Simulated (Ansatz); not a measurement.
Reaction (SMILES): ClO (OH-Cl) → [OH] (OH) + Cl atom
B3LYP-D3(BJ)/def2-TZVP geometries, fixed; electronic energies without zero-point terms.
Largest species:
```xyz
3

O      0.0220     1.1044    -0.0012
H     -0.9233     1.3146     0.0160
Cl     0.0439    -0.5970    -0.0004
```

Effect of a fitting basis named in the input at HF/def2-TZVPP with Ansatz (a program for electronic structure), against the last row, where the bond dissociation energy is 9.87 kcal/mol. Open shells are unrestricted. The default fits or decomposes integrals by the program's own choice; accuracy: high also tightens integrals, grids and stops.

| setting | largest shift of a total energy (mEh) | shift of the bond dissociation energy (kcal/mol) |
|---|---|---|
| fitting: def2-SV(P)-JKFIT | 0.071 | -0.043 |
| fitting: def2-universal-JKFIT | 0.071 | -0.043 |
| fitting: cc-pVTZ-JKFIT | 0.083 | -0.047 |
| fitting: cc-pVQZ-JKFIT | 0.028 | -0.018 |
| fitting: cc-pV5Z-JKFIT | 0.026 | -0.016 |
| accuracy: high | -0.004 | 0.001 |
| accuracy: medium (default) | 0.000 | 0.000 |

Within 0.02 kcal/mol in the bond dissociation energy: fitting: cc-pVQZ-JKFIT; fitting: cc-pV5Z-JKFIT; accuracy: high. The largest shift is 0.083 mEh in a total energy and 0.047 kcal/mol in the difference.
